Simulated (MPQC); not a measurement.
**[BH2F2]− (SMILES F[BH2-]F): PBE/cc-pVDZ**

Aim: the energy change on altering one bond length of [BH2F2]− at PBE/cc-pVDZ, from 2 runs. 

The results are computed with MPQC 2.3.1.

1 further run of the same task is left out (set aside as unsound or not needed).

## Step 1: The molecule

[BH2F2]−: 5 atoms, total charge -1, spin state singlet. SMILES: `F[BH2-]F`. The coordinates come from a GFN2-xTB relaxation.

Bond lengths: F1–B2 1.425 Å, B2–F3 1.425 Å, B2–H4 1.225 Å, B2–H5 1.225 Å. Angles: F1–B2–F3 107.4°, F1–B2–H4 109.0°, F1–B2–H5 109.1°, F3–B2–H4 109.0°, F3–B2–H5 109.1°, H4–B2–H5 113.0°.

## Step 2: Energy and gradient at PBE/cc-pVDZ

Input file run.in:

```
% BF2H2
molecule:
  F     -1.176970     0.624500     0.383180
  B      0.033530     0.014270    -0.056090
  F      0.407580    -0.947330     0.926670
  H     -0.171950    -0.560090    -1.118950
  H      0.907810     0.868650    -0.134810
symmetry: c1
gradient: yes
basis: cc-pVDZ
checkpoint: no
memory: 1000000000
method: KS (xc = PBE grid = xfine)
charge: -1
```

Launch:

```
$ mpqc run.in > run.out
```

Standard output:

```text
MPQC: Massively Parallel Quantum Chemistry
[...]
  Integrated electron density error = 0.006194317452
  iter     1 energy = -225.1241265977 delta = 1.35829e-01
  Integrated electron density error = 0.006602276401
  iter     2 energy = -224.7736045035 delta = 1.25430e-01
[...]
  Integrated electron density error = -0.000000576192
  iter    13 energy = -225.6212188915 delta = 1.12567e-07
  Integrated electron density error = -0.000000576192
  iter    14 energy = -225.6212188915 delta = 4.46329e-08
  Integrated electron density error = -0.000000576192
  iter    15 energy = -225.6212188915 delta = 1.60734e-08
[...]
  LUMO is    14   A =   0.327840
  total scf energy = -225.6212188915
[...]
  Integrated electron density error = -0.000000577249
  Total Gradient:
[...]
Value of the MolecularEnergy: -225.6212188915
  Gradient of the MolecularEnergy:
      1    0.0166980689
      2   -0.0097260082
      3   -0.0044399669
      4    0.0036959600
      5    0.0017036507
      6   -0.0056517538
      7   -0.0069397123
      8    0.0137209835
      9   -0.0125369399
     10    0.0010380915
     11    0.0074445390
     12    0.0184415571
[...]
        symmetry = c1
[...]
```

It took 57 s on 1 thread of Intel Xeon at 2.50GHz (Skylake/Cascade Lake), shared host.

## Step 3: The distorted shape at the same level

Input file job.in:

```
% RKS/cc-pVDZ
molecule: (angstrom)
  F     -1.876374    -0.058984     0.446154
  B     -0.665874    -0.669214     0.006884
  F     -0.291824    -1.630814     0.989644
  H     -0.871354    -1.243574    -1.055976
  H      0.907810     0.868650    -0.134810
gradient: yes
method: RKS (xc = PBE grid = xfine)
basis: cc-pVDZ
optimize: no
symmetry: c1
checkpoint: no
charge: -1
memory: 1000000000
```

Launch:

```
$ mpqc job.in > job.out
```

Standard output:

```text
MPQC: Massively Parallel Quantum Chemistry
[...]
  Integrated electron density error = 0.006098636912
  iter     1 energy = -225.0203677181 delta = 1.36602e-01
  Integrated electron density error = 0.000265868644
  iter     2 energy = -224.8564959708 delta = 8.05816e-02
[...]
  Integrated electron density error = -0.000000561063
  iter    15 energy = -225.5586083794 delta = 3.98264e-08
  Integrated electron density error = -0.000000561063
  iter    16 energy = -225.5586083794 delta = 2.49518e-08
  Integrated electron density error = -0.000000561063
  iter    17 energy = -225.5586083794 delta = 1.79536e-08
[...]
  LUMO is    14   A =   0.196541
  total scf energy = -225.5586083794
[...]
  Integrated electron density error = -0.000000562567
  Total Gradient:
[...]
Value of the MolecularEnergy: -225.5586083794
  Gradient of the MolecularEnergy:
      1   -0.0125581902
      2   -0.0081577662
      3    0.0029568072
      4    0.0072823475
      5    0.0005941320
      6   -0.0193158235
      7   -0.0092888171
      8   -0.0113984635
      9    0.0040858433
     10   -0.0102491176
     11   -0.0055442807
     12    0.0137853424
[...]
        symmetry = c1
[...]
```

It took 58 s on 1 thread of Intel Xeon at 2.50GHz (Skylake/Cascade Lake), shared host; peak memory 0.25 GiB.

## Step 4: What came out

Level: PBE/cc-pVDZ.

```
                                                              quantity          value
                                             first shape: total energy  -225.62122 Eh
                                              first shape: HOMO energy        0.80 eV
                                              first shape: LUMO energy        8.92 eV
    first shape: HOMO–LUMO gap (to an unbound level, set by the basis)        8.12 eV
                                 first shape: largest force on an atom     1.029 eV/Å
                                         distorted shape: total energy  -225.55861 Eh
                                          distorted shape: HOMO energy        1.00 eV
                                          distorted shape: LUMO energy        5.35 eV
distorted shape: HOMO–LUMO gap (to an unbound level, set by the basis)        4.34 eV
                             distorted shape: largest force on an atom     1.795 eV/Å
     energy change with the B2–H5 bond stretched from 1.225 to 2.205 Å       1.704 eV
```

With the B2–H5 bond stretched from 1.225 to 2.205 Å the energy rises by 1.70 eV (39 kcal/mol). The first shape isn't relaxed at this level, so the change isn't measured from a minimum. The largest force (first shape) is 1.03 eV/Å: the shape isn't a stationary point for this species at this level. The HOMO (first shape) lies at positive energy, 0.80 eV, as semi-local functionals often give for anions; only total energies tell whether the electron is bound. The HOMO (distorted shape) lies at positive energy, 1.00 eV, as semi-local functionals often give for anions; only total energies tell whether the electron is bound.
